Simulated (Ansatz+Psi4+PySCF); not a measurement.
Two shapes of doublet H3S.

Shape 1:

```xyz
4

H     1.2621   -0.2201    0.0000
S     0.0000    0.2231    0.0000
H    -0.5006   -1.1155    0.0000
H    -0.7615   -2.2349    0.0000
```

Shape 2:

```xyz
4

H     1.2662   -0.2114   -0.0284
S    -0.0074    0.2368   -0.0257
H    -0.4852   -1.1282   -0.0223
H    -0.7880   -2.2247   -0.0098
```

Basis set: cc-pVTZ on H; cc-pV(T+d)Z on S (spherical functions). Frozen core: 5 orbitals. Correlation on ROHF uses semicanonical orbitals with singles. Charge 0, multiplicity 2.

Computed with Ansatz (development build ahead of 0.2.0) and Psi4 1.11; each method stands on the lowest determinant of its kind that the runs found.

Task: Which shape is lower in energy, and by how much in each method?

Result:

| method | E(2) − E(1) (eV) |
| --- | --- |
| ROHF | 0.039 |
| UHF | 0.020 |
| ROHF-MP2 | 0.011 |
| UHF-MP2 | 0.014 |

Shape 1 is lower.
